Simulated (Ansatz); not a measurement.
CsCl-type TlBr: PBE at its full settings (plane-wave cutoff 520 eV, 8×8×8 k mesh, Fermi–Dirac smearing 0.01 eV, scalar-relativistic PAW data made under PBE) and at cheaper ones, in a cell of 2 atoms with Γ-centred meshes.

| level and setting | lattice constant a (Å) | bulk modulus (GPa) |
|---|---|---|
| PBE (Ansatz) | 4.053 | 19.7 |
| PBE (Γ point alone) (Ansatz) | 3.948 | 27.7 |
| PBE (2×2×2 k mesh) (Ansatz) | 4.228 | 16.2 |
| PBE (4×4×4 k mesh) (Ansatz) | 4.059 | 19.7 |
| PBE (6×6×6 k mesh) (Ansatz) | 4.053 | 19.7 |
| PBE (Fermi-Dirac smearing of 0.3 eV) (Ansatz) | 4.053 | 19.5 |

Largest shifts from the full settings: lattice constant a +4.32 % (PBE (2×2×2 k mesh)), against a difference of +1.73 % of the full result from the reference 3.984 Å (measured, temperature not stated, no zero-point or thermal correction; as tabulated in Du and Singh (2010), arXiv:1001.5458); bulk modulus +41 % (PBE (Γ point alone)).

Ansatz's density-functional and Hartree–Fock values are scalar-relativistic unless marked +SOC, with PAW data made under PBE.

Run with cheap settings on purpose, which may leave them unconverged: PBE (2×2×2 k mesh), PBE (4×4×4 k mesh), PBE (6×6×6 k mesh), PBE (Fermi-Dirac smearing of 0.3 eV), PBE (Γ point alone).

Ansatz is a quantum-chemistry and plane-wave program.
